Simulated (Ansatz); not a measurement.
`CCP(C)CC`. Charge 0, multiplicity 1. The geometry is a stationary point of PBE0-D4/def2-TZVP. It is one conformer, not always the lowest.

```xyz
19

C     0.958   -1.676   -0.302
C     1.312   -0.488    0.576
P    -0.026    0.707    1.038
C    -1.278   -0.421    1.775
C    -0.833    1.024   -0.593
C     0.063    1.794   -1.551
H     0.192   -2.307    0.155
H     1.835   -2.306   -0.477
H     0.586   -1.361   -1.280
H     1.734   -0.829    1.528
H     2.101    0.109    0.109
H    -1.579   -1.234    1.109
H    -2.166    0.161    2.033
H    -0.885   -0.848    2.701
H    -1.172    0.085   -1.046
H    -1.734    1.606   -0.373
H     0.943    1.211   -1.832
H    -0.468    2.049   -2.471
H     0.416    2.724   -1.098
```

**Question.** What is the dipole moment at ωB97M-V/def2-TZVPP? (Best estimate.)

**Answer.** Computed: 1.26 D, with components (-0.29, -1.00, -0.71) D in this frame, pointing from negative to positive charge.

**Question.** And with PBE, r2SCAN, B3LYP? (Estimate.)

**Answer.** Ansatz gave: PBE 1.30 D, r2SCAN 1.37 D, B3LYP 1.26 D.

**Question.** Give the Mulliken charges with ωB97M-V, PBE, B3LYP in def2-TZVPP. (Estimate.)

**Answer.** The calculation gave: 
| atom | ωB97M-V | PBE | B3LYP |
| --- | --- | --- | --- |
| C1 | -0.32 | -0.26 | -0.26 |
| C2 | -0.30 | -0.16 | -0.18 |
| P3 | 0.16 | 0.06 | 0.12 |
| C4 | -0.44 | -0.33 | -0.36 |
| C5 | -0.30 | -0.15 | -0.17 |
| C6 | -0.31 | -0.26 | -0.27 |
| H7 | 0.11 | 0.08 | 0.08 |
| H8 | 0.12 | 0.08 | 0.09 |
| H9 | 0.10 | 0.08 | 0.08 |
| H10 | 0.13 | 0.09 | 0.09 |
| H11 | 0.13 | 0.09 | 0.09 |
| H12 | 0.11 | 0.09 | 0.09 |
| H13 | 0.13 | 0.11 | 0.11 |
| H14 | 0.13 | 0.10 | 0.10 |
| H15 | 0.11 | 0.07 | 0.07 |
| H16 | 0.12 | 0.09 | 0.09 |
| H17 | 0.10 | 0.08 | 0.08 |
| H18 | 0.11 | 0.08 | 0.08 |
| H19 | 0.11 | 0.09 | 0.09 |

B3LYP here is the variant with VWN-RPA as its local correlation; programs differ in this.
